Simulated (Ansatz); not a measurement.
A run of Ansatz (development build ahead of 0.2.0) on singlet C2H(-) at this shape:

```yaml
atoms:
  - { symbol: H, position_ang: [0.0000, 0.0000, -1.4488] }
  - { symbol: C, position_ang: [0.0000, 0.0000, -0.4544] }
  - { symbol: C, position_ang: [0.0000, 0.0000, 0.6959] }
```

Its results:

| Property | Result |
| --- | --- |
| Converged | yes |
| Reference energy | -76.21809 hartree |
| Correlation energy | -0.29902 hartree |
| Total energy | -76.51711 hartree |
| Spin squared of the determinant | 0.000 |

Task: Which input gives this output? Name the method, the orbitals and the basis set, and write the input.

Result: RHF-MP2 in def2-TZVP. An unrestricted run that stays on the closed shell gives the same numbers.

```yaml
crystal:
  periodic: [false, false, false]
  atoms:
    - { symbol: H, position_ang: [0.0, 0.0, -1.44884] }
    - { symbol: C, position_ang: [0.0, 0.0, -0.45441] }
    - { symbol: C, position_ang: [0.0, 0.0, 0.69588] }
basis:
  gaussian: { orbitals: def2-TZVP }
total_charge: -1
hamiltonian:
  xc: hf
correlation:
  method: mp2
  frozen_orbitals: { C: 1, H: 0 }
```

Caution: no diffuse functions for an anion.
